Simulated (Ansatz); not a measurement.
Species, as SMILES: S (H2S).
Atoms: S1, H2, H3. Bonds: S1-H2, S1-H3.

How fast the highest harmonic wavenumber converges with the basis for several methods (Ansatz, a program for electronic structure): deviation from each method's own reference, in cm⁻¹. References: CCSD(T) 2738 cm⁻¹, the value in pcseg-3; HF 2869 cm⁻¹, the value in pcseg-3; MP2 2801 cm⁻¹, the value in pcseg-3; PBE 2646 cm⁻¹, the value in pcseg-3; PBE0 2740 cm⁻¹, the value in pcseg-3. Cartesian d functions, on some or all atoms, in 6-31+G*; all else is spherical. In correlated methods cores are frozen. Core-valence sets carry the plain set on hydrogen. No added dispersion term, no relativity. Each level at its own minimum, unscaled; the references are large sets that could be run, not limits.

```csv
basis,functions,CCSD(T),HF,MP2,PBE,PBE0
STO-3G,11,252,454,351,290,332
3-21G,17,-340,-217,-283,-207,-207
6-31+G*,27,-16,60,18,6,23
pcseg-1,28,35,47,46,9,23
def2-SVPD,43,13,17,16,6,10
aug-pcseg-1,45,8,27,16,5,13
"6-311++G(2d,2p)",55,-33,-16,-26,-18,-17
def2-TZVPD,64,-19,-1,-15,-2,-1
def2-TZVPPD,85,-1,0,2,1,0
cc-pCVTZ,87,1,-1,4,-2,-2
cc-pV(Q+d)Z,124,3,2,3,1,1
pcseg-3,130,0,0,0,0,0
```

Mean absolute deviation over 6-311++G(2d,2p), def2-TZVPD, def2-TZVPPD, cc-pCVTZ: HF 5, PBE0 5, PBE 6, MP2 12, CCSD(T) 13 cm⁻¹.
